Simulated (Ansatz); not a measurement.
# AlNH2F (SMILES [NH2][Al][F]) at UPBE0/STO-3G

What is the energy change on altering one bond length of AlNH2F at UPBE0/STO-3G? 

The calculation is run with Ansatz 0.2.0.

62 further runs of the same task are left out: 3 that didn't finish, 59 set aside as unsound or not needed.

**1. Starting point**

The species is AlNH2F (5 atoms), meant as a doublet with charge 0. SMILES: `[NH2][Al][F]`. The shape is that of a PBE0-D4/def2-TZVP optimisation. This is one conformer, not always the lowest.

Bond lengths: N1–Al2 1.765 Å, Al2–F3 1.658 Å, N1–H4 1.007 Å, N1–H5 1.009 Å. Angles: N1–Al2–F3 117.4°, Al2–N1–H4 124.8°, Al2–N1–H5 124.2°, H4–N1–H5 111.0°.

**2. The energy at UPBE0/STO-3G**

input.yaml reads:

```yaml
crystal:
  periodic: [false, false, false]
  atoms:
    - symbol: N
      position_ang: [-0.384700, 0.499000, -0.263800]
    - symbol: Al
      position_ang: [0.632000, -0.282800, 0.949500]
    - symbol: F
      position_ang: [1.228700, -1.786800, 0.590000]
    - symbol: H
      position_ang: [-0.804300, 1.408300, -0.162700]
    - symbol: H
      position_ang: [-0.621700, 0.088600, -1.154400]
basis:
  gaussian:
    orbitals: STO-3G
magnetization:
  spin_polarized: true
  initial_magnetization: 1
hamiltonian:
  xc: pbe0
accuracy: high
```

Command:

```bash
ansatz run input.yaml --threads 1 --pin off --max-ram 2610MiB --events-out events.jsonl --progress --plain --runs-dir runs
```

Standard output:

```text
Warning: RAYON_NUM_THREADS=1 ignored (pool sized by the plan → 1); use --threads N
Functional definition: PBE0
  name "PBE0"
  parameter a = 0.25
  parameter kappa = 0.804
  parameter beta = 0.06672455060314922
  exchange = (1 - a)*pbe_x(kappa = kappa, mu = beta*pi^2/3) + a*exact_x
  correlation = pbe_c(beta = beta)
378 factors; integrals over basis functions are off by at most 3.4e-8 eV
mean field evaluation 1: about -10687.2948 eV, gradient 2.0e1 eV
mean field evaluation 2: about -10684.6726 eV, gradient 3.0e1 eV
mean field evaluation 4: about -10690.1740 eV, gradient 1.4e0 eV
mean field evaluation 8: about -10690.1770 eV, gradient 9.3e-3 eV
mean field evaluation 16: about -10690.1770 eV, gradient 1.3e-6 eV
mean field -10690.17702151 eV, -392.8567594784 hartree, gradient 3.9e-8 eV, S^2 0.752578; 0 other end points of the search recorded, 0 dependent functions left out
reference -10690.17702295 eV, -392.8567595313 hartree; 16, 15 occupied and 5, 6 virtual orbitals, 378 factors
Total energy: -10690.17702295 eV, -392.8567595313 hartree
```

It took 2.1 s on 1 thread of Arm Neoverse V1, shared host; peak memory 0.13 GiB.

**3. The distorted shape, same level**

in.yaml reads:

```yaml
crystal:
  periodic: [false, false, false]
  atoms:
    - {symbol: N, position_ang: [-0.325439, 0.601618, -0.041110]}
    - {symbol: Al, position_ang: [0.691261, -0.180182, 1.172190]}
    - {symbol: F, position_ang: [1.287961, -1.684182, 0.812690]}
    - {symbol: H, position_ang: [-0.745039, 1.510918, 0.059990]}
    - {symbol: H, position_ang: [-0.621700, 0.088600, -1.154400]}
basis:
  gaussian:
    orbitals: STO-3G
total_charge: 0
magnetization:
  spin_polarized: true
  initial_magnetization: 1
hamiltonian:
  xc: pbe0
accuracy: high
```

Command:

```bash
ansatz run in.yaml --threads 1 --pin off --max-ram 2610MiB --events-out events.jsonl --progress --plain --runs-dir runs
```

Standard output, cut to the lines that bear on the results:

```text
Warning: RAYON_NUM_THREADS=1 ignored (pool sized by the plan → 1); use --threads N
[... 7 set-up lines as earlier in the session ...]
378 factors; integrals over basis functions are off by at most 4.4e-8 eV
mean field evaluation 1: about -10686.2375 eV, gradient 2.0e1 eV
mean field evaluation 2: about -10682.6405 eV, gradient 3.3e1 eV
mean field evaluation 4: about -10689.3560 eV, gradient 1.5e0 eV
mean field evaluation 8: about -10689.3496 eV, gradient 4.0e-2 eV
mean field evaluation 16: about -10689.3497 eV, gradient 9.2e-6 eV
mean field -10689.34965726 eV, -392.8263544030 hartree, gradient 1.1e-8 eV, S^2 0.753125; 0 other end points of the search recorded, 0 dependent functions left out
reference -10689.34965871 eV, -392.8263544562 hartree; 16, 15 occupied and 5, 6 virtual orbitals, 378 factors
Total energy: -10689.34965871 eV, -392.8263544562 hartree
```

It took 2.2 s on 1 thread of Arm Neoverse V1, shared host; peak memory 0.13 GiB.

**4. Outcome**

At UPBE0/STO-3G:

| quantity | value |
| --- | --- |
| first shape: total energy | -392.85676 Eh |
| first shape: ⟨S²⟩ | 0.753 |
| distorted shape: total energy | -392.82635 Eh |
| distorted shape: ⟨S²⟩ | 0.753 |
| energy change with the N1–H5 bond stretched from 1.009 to 1.261 Å | 0.827 eV |

With the N1–H5 bond stretched from 1.009 to 1.261 Å the energy rises by 0.83 eV (19.1 kcal/mol). The first shape isn't relaxed at this level, so the change isn't measured from a minimum. The minimal basis adds a large error of its own.
